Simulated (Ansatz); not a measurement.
## Ligand exchange: BH(CH3)F + C4H8O → BH(CH3)(OH) + C4H7F

Species: BH(CH3)F, singlet; C4H8O (cyclobutanol) `OC1CCC1`, singlet; BH(CH3)(OH), singlet; C4H7F `FC1CCC1`, singlet. The partners trade F for OH: B–F and C–OH bonds give way to B–OH and C–F.

Shapes, held fixed at every level: PBE0-D4/def2-TZVP. Flexible molecules stand in one conformer, not always the lowest. Programs: Ansatz 0.2.0. The zero-point and thermal change to 298 K, harmonic and unscaled (PBE0-D4/def2-TZVP), is +1.3 kJ/mol.

Task: Estimate ΔH(298 K) of this reaction.

Result: The highest level, CCSD(T)/CBS estimate, gives ΔH(298 K) = -0.6 kJ/mol; the levels span -3.4 to +1.6. That is about zero within the method's error. They disagree on the sign: 1 of 7 are positive. The column of differences is taken from that level and isn't an error. No measured value is set beside it here. The CBS estimate extrapolates MP2 from def2-TZVPP and def2-QZVPP and adds CCSD(T) − MP2 in the triple-zeta set, cores frozen.

```csv
level,kind,ΔH(298 K) (kJ/mol),less CCSD(T)/CBS estimate
HF/def2-SVP,Hartree–Fock,-2.8,-2.2
PBE0-D4/def2-TZVPP,global hybrid,-3.4,-2.8
wB97X-V/def2-TZVPP,range-separated hybrid,-3.3,-2.7
B2PLYP/def2-TZVPP,double hybrid,-2.8,-2.2
MP2/def2-TZVPP,perturbation theory,+1.6,+2.2
CCSD/def2-TZVPP,coupled cluster or CI,-0.5,+0.1
CCSD(T)/CBS estimate,coupled cluster or CI,-0.6,0.0
```
